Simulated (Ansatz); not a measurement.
# NPSi: the cost of one run

The runs use Ansatz 0.2.0, Gaussian basis; def2-TZVPP, core rule «outside noble gas», up to 11 orbitals frozen.

Plan: UHF; ROHF; CCSD(T) on UHF.

2 further runs of the same task are left out: 2 set aside as unsound or not needed.

### 1 What is computed

The geometry is a PBE0/def2-TZVP stationary point (not a proven minimum) of the parent state, kept for this charge and spin.

3 atoms, charge 1, spin multiplicity 2.

Atoms are counted from 1 here; the program's logs count them from 0.

Bond lengths: P1–N2 1.566 Å, N2–Si3 1.632 Å. Angles: P1–N2–Si3 180.0°.

### 2 UHF

Input file in.yaml:

```yaml
crystal:
  periodic: [false, false, false]
  atoms:
    - {symbol: P, position_ang: [0.000000, 0.000000, 1.588200]}
    - {symbol: N, position_ang: [0.000000, 0.000000, 0.021900]}
    - {symbol: Si, position_ang: [0.000000, 0.000000, -1.610100]}
basis:
  gaussian: {orbitals: def2-TZVPP}
total_charge: 1
magnetization: {spin_polarized: true, initial_magnetization: 1}
hamiltonian: {xc: hf}
output: {orbitals: {seedname: orbitals}}
```

Command:

```sh
ansatz run in.yaml --threads 1 --pin off --events-out ev --progress --plain --max-ram 4096MiB --backend cpu
```

What time and memory should one allow on 1 thread of AMD EPYC 7R13, shared host?

About 13 s, with a peak of 0.31 GiB.
